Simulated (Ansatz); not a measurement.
**Property card for Cr**

The calculation used DFT r2SCAN, scalar-relativistic, plane waves, PAW in Ansatz 0.2.0.

Settings: cutoff 500 eV, Γ-centred mesh 18×18×10 on the computed 2-atom cell, Gaussian smearing of 0.10 eV; no spin polarisation.

The structure is relaxed at this level of theory with its symmetry kept. This form isn't the element's structure at ambient conditions.

Symmetry: P6_3/mmc, No. 194, hexagonal system. The conventional cell has a = 2.456 Å, b = 2.456 Å, c = 4.473 Å, α = 90.00°, β = 90.00°, γ = 120.00°. Cr (site symmetry -6m2) has 12 Cr at 2.46 to 2.65 Å as nearest neighbours.

```json
{
  "Volume per atom": "78.8 bohr³",
  "Formation energy from the elements' standard states (uncorrected)": "+0.732 eV/atom",
  "Generalised Kohn–Sham band gap": "none (metal)",
  "Density of states at the Fermi level": "2.51 states/eV per cell",
  "Löwdin character within 0.5 eV of the Fermi level": "Cr 3d 92 %",
  "Bulk modulus": "250 GPa",
  "Its pressure derivative": "4.1",
  "Bader charges (e)": "Cr (2 in the cell) 0.00"
}
```

A ferromagnetic start lost its moments in a first run, so spin was left out; other magnetic orders weren't tried.

Cost: 9 runs of about 6.5 core-minutes in all, on Arm Neoverse V1 (shared hosts).